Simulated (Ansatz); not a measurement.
Compare A (`N=C=C(O)O`) with its isomer B (`N=C1OCO1`).

Computed with Ansatz on PBE0-D4/def2-TZVP structures; ΔE is electronic, products minus reactants. CCSD(T)/CBS adds triple-zeta CCSD(T) − MP2 to the extrapolated MP2 energy (def2 sets, frozen cores). DFT in def2-TZVPP. One conformer a species, not always the lowest.

Task: Which is lower in electronic energy at CCSD(T)/CBS, and by how much? (An estimate is asked.)

Result: Computed: B, by 89.9 kJ/mol.

Task: Give E(B) − E(A) in kJ/mol with HF/def2-TZVPP, PBE-D4, ωB97M-V, CCSD/def2-TZVPP, B2PLYP, CCSD(T)/def2-TZVPP, PBE0-D4. (Estimate.)

Result: Ansatz gave: HF/def2-TZVPP -108.6, PBE-D4 -86.5, ωB97M-V -96.6, CCSD/def2-TZVPP -97.2, B2PLYP -88.1, CCSD(T)/def2-TZVPP -95.5, PBE0-D4 -98.7. None reverses the order clearly.

Task: Does the order hold for the free energy at 298.15 K (harmonic terms from PBE0-D4)? (An estimate is asked.)

Result: The calculation gave: Yes: G(B) − G(A) = -77.7 kJ/mol, for one conformer each.

Largest T1 diagnostic: 0.014.

From BLYP to BHLYP (50 % exact exchange), in def2-TZVPP and without D4, E(B) − E(A) moves by −26.7 kJ/mol. At CCSD(T), def2-SVP lies −9.2 kJ/mol from the extrapolated value and def2-TZVPP −5.6 kJ/mol.
